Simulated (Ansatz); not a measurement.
Two isomers of C5H8O: A = `C=C(C=O)CC`, B = `C=CCC1CO1`.

Gas-phase electronic energies from Ansatz, PBE0-D4/def2-TZVP geometries. CCSD(T)/CBS adds triple-zeta CCSD(T) − MP2 to the extrapolated MP2 energy (def2 sets, frozen cores). DFT in def2-TZVPP. B3LYP here is the variant with VWN-RPA as its local correlation; programs differ in this. One conformer a species, not always the lowest.

Problem. Which is lower in electronic energy at CCSD(T)/CBS, and by how much? (An estimate is asked.)

Solution. Ansatz gave: A, by 28.0 kcal/mol.

Problem. Give E(B) − E(A) in kcal/mol with B3LYP, ωB97M-V, CCSD(T)/def2-TZVPP, B2PLYP, r2SCAN-D4, PBE-D4, CCSD/def2-TZVPP. (An estimate is asked.)

Solution. Computed: B3LYP 30.1, ωB97M-V 27.0, CCSD(T)/def2-TZVPP 28.4, B2PLYP 30.0, r2SCAN-D4 28.0, PBE-D4 27.4, CCSD/def2-TZVPP 27.9. None reverses the order clearly.

Largest T1 diagnostic: 0.013.

In def2-TZVPP, CCSD(T) changes the Hartree–Fock value by −2.9 kcal/mol (the triples alone add +0.5 kcal/mol) and MP2 by −3.1 kcal/mol. From PBE to PBE0 (25 % exact exchange), in def2-TZVPP and without D4, E(B) − E(A) moves by −1.2 kcal/mol.
